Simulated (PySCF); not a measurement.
Compound: C5H7Cl.
Z-matrix (Å and degrees, GFN2-xTB geometry), rows numbered from 1:
```
C 
C   1  1.4857
C   2  1.4980  1  131.62
C   2  1.4986  1  136.70  3    88.21
C   4  1.4854  2   59.76  3  -119.68
Cl  5  1.7819  2  121.61  4  -110.36
H   1  1.0896  2  110.46  3    86.80
H   1  1.0891  2  110.15  3   -32.88
H   1  1.0888  2  110.47  3  -153.21
H   3  1.0821  2  119.52  4   108.27
H   3  1.0830  2  116.96  4  -107.51
H   4  1.0688  2  136.53  3   120.62
H   5  1.0834  2  119.08  4   109.16
```

Vertical excitations from PySCF (density fitting, frozen core in the response, grid level 2 and gas phase unless stated; continuum runs use non-equilibrium linear response for the excitations) on a GFN2-xTB geometry. Reference run:

```csv
settings,"S1, eV (f)","S2, eV (f)","S3, eV (f)","S4, eV (f)","S5, eV (f)","S6, eV (f)","T1, eV (Tamm–Dancoff)",mean α (au)
"PBE0/def2-SVPD, full TDDFT, 6 singlets",7.08 (0.012),7.21 (0.006),7.33 (0.069),7.59 (0.024),7.70 (0.001),7.75 (0.021),6.56,69.4
```

What do these settings give: wB97X-D/MINI, damping 0.2 at the start, DIIS from the seventh cycle, full TDDFT, 1 singlet?

| settings | S1, eV (f) | S2, eV (f) | S3, eV (f) | S4, eV (f) | S5, eV (f) | S6, eV (f) | T1, eV (Tamm–Dancoff) | mean α (au) |
| --- | --- | --- | --- | --- | --- | --- | --- | --- |
| wB97X-D/MINI, damping 0.2 at the start, DIIS from the seventh cycle, full TDDFT, 1 singlet | 7.64 (0.000) | – | – | – | – | – | 6.81 | 38.4 |

S1 moves by +0.56 eV; functional and basis change together, so the shift can't be laid on one. States are counted by energy in each run and needn't keep their character from row to row.

Which orbital pairs make up S1 in each run, and how does it sit against the orbital gap?

```
                                                                                  settings  S1 configurations (weight)  S1 (eV)  orbital gap (eV)  S1 − gap (eV)
                                                    PBE0/def2-SVPD, full TDDFT, 6 singlets                    H→L 0.98     7.08              8.20          -1.12
wB97X-D/MINI, damping 0.2 at the start, DIIS from the seventh cycle, full TDDFT, 1 singlet                  H→L+1 0.97     7.64             13.26          -5.62
```

